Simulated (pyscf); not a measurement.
HO–SiH₂–OH + NH [triplet] -> HO–SiH•–OH + NH₂•, a hydrogen abstraction (triplet surface; H–Si broken, H–N formed). Optimised with ωB97X-D3(BJ)/def2-SVP in PySCF. Energies in kcal/mol from the separated reactants.

Small-basis levels: PySCF, no dispersion term, spherical d functions. Open shells are spin-unrestricted. 

Problem. Quick BP86/6-31G* single points give ΔE‡ = 4.0 kcal/mol and ΔE = -2.5 kcal/mol. What does ωB97M-D3(BJ)/def2-TZVP give, and how far is the quick result from it?

Solution. ωB97M-D3(BJ)/def2-TZVP gives ΔE‡ = 12.8 kcal/mol and ΔE = +2.5 kcal/mol. BP86/6-31G* lies 8.8 kcal/mol under it in the barrier and 5.0 kcal/mol under it in the reaction energy, so on this step it does not hold to within 3.0 kcal/mol. ωB97M-D3(BJ)/def2-TZVP has limits of its own. HO–SiH•–OH + NH₂• also meet on a surface of lower spin, which isn't treated here. This is the saddle that the search found; another between the same sides may lie lower. The angle at the transferred H is 159°.
